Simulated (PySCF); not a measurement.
# BrH2IS: the cost of one run

Computed with PySCF 2.14.0; each step states its level. No surroundings beyond the atoms listed, unless a continuum is named. Atoms count from 0, parts from 1.

### 1 Starting point

5 atoms, charge 0, multiplicity 1; geometry: GFN2-xTB, rigid scan. Parts: 1 = atoms 0–1, `BrI`, charge 0; 2 = atoms 2–4, `S`, charge 0. In the given geometry I0 and S2 of different parts are bonded (2.61 Å), so values for the parts refer to these atom groups.

### 2 Counterpoise and decomposition: 2.61 Å

The job: settings as JSON, then the geometry in Å.

```
{"job": {"kind": "inter", "xc": "TPSSh", "basis": "def2-TZVP", "disp": "d3bj"}, "charge": 0, "multiplicity": 1, "parts": [{"atoms": "0-1", "charge": 0, "multiplicity": 1}, {"atoms": "2-4", "charge": 0, "multiplicity": 1}]}
I      0.837444     0.474407     0.325894
Br    -1.300081    -0.578052    -0.366040
S      3.075315     1.577047     1.076595
H      3.157923     0.803746     2.152158
H      2.435249     2.530256     1.740772
```

Method: TPSSh-D3(BJ)/def2-TZVP interaction energy, counterpoise and uncorrected, gas phase.

Command:

```sh
$ OMP_NUM_THREADS=1 python cluster_run.py task.json out
```

The driver reads the jobs from task.json and runs them one after another.

**Question.** How long does this first job take on 1 thread of Intel Xeon 6975P-C, shared host, and how much memory does it need?

About 13 s, with a peak of 0.5 GiB.
